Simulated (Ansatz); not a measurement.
Consider the substitution at a C–N bond: `C=C(F)NC` + `C=N` → `C=NC(=C)F` + CH₃NH₂.

Calculated with Ansatz (gas phase, PBE0-D4/def2-TZVP geometries, no zero-point term in ΔE). CCSD(T)/CBS adds triple-zeta CCSD(T) − MP2 to the extrapolated MP2 energy (def2 sets, frozen cores). This one scheme is used for every species. DFT in def2-TZVPP. HSE06 is defined as in plane-wave codes. Each species was taken in one conformer, which may not be the lowest.

```json
{"level": "PBE-D4", "ΔE (kJ/mol)": "-8.3"}
{"level": "HSE06", "ΔE (kJ/mol)": "-6.6"}
{"level": "CCSD/def2-SVP", "ΔE (kJ/mol)": "-1.3"}
{"level": "SCS-MP2/def2-TZVPP", "ΔE (kJ/mol)": "-4.0"}
```

(1) What does CCSD(T)/CBS give? (An estimate is asked.)

Largest T1 diagnostic among the species: 0.013.

## Answers

(1) Computed: -7.0 kJ/mol. The listed levels differ from it by -1.3, 0.4, 5.7, 3.0 kJ/mol.

Leaving LDA and LC-ωPBE aside and taking each functional with its dispersion term where it has one, the values, not all of them listed here, spread over 8.3 kJ/mol, from BLYP-D4 to ωB97X-V. At CCSD(T), def2-SVP lies +3.6 kJ/mol from the extrapolated value and def2-TZVPP +1.3 kJ/mol. From BLYP to BHLYP (50 % exact exchange), in def2-TZVPP and without D4, ΔE moves by +5.3 kJ/mol.
